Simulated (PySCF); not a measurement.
# Working out the ionisation energy of Al

Al [Ne] 3s2 3p1 (2P) → Al⁺ [Ne] 3s2 (1S). All numbers are calculated (PySCF 2.14, the spin-free X2C one-electron Hamiltonian (Gaussian nucleus), in ANO-RCC-VTZP (5s4p2d1f, 34 functions)). Frozen: 1s2. Energies in hartree (1 hartree = 27.21139 eV):

| part | Al (lower) | Al⁺ (upper) |
| --- | --- | --- |
| UHF | -242.315068 | -242.109624 |
| MP2 opposite-spin | -0.179805 | -0.174560 |
| MP2 same-spin | -0.064619 | -0.062599 |

Problem. What does Hartree-Fock give?

Solution. (-242.109624) − (-242.315068) = 0.205444 hartree = 5.590 eV.

Problem. What do MP2 and SCS-MP2 (6/5 opposite-spin, 1/3 same-spin) give?

Solution. The opposite-spin parts differ by 0.143 eV and the same-spin parts by 0.055 eV. MP2: 5.590 + (0.143) + (0.055) = 5.788 eV. SCS-MP2: 5.590 + 1.2 × (0.143) + (0.055)/3 = 5.780 eV.

Measured between the centres of the two terms (NIST): 5.977 eV, so MP2 (valence and next inner shell) is off by -0.189 eV.

What remains against the reference includes basis incompleteness, the frozen core and correlation beyond second order.
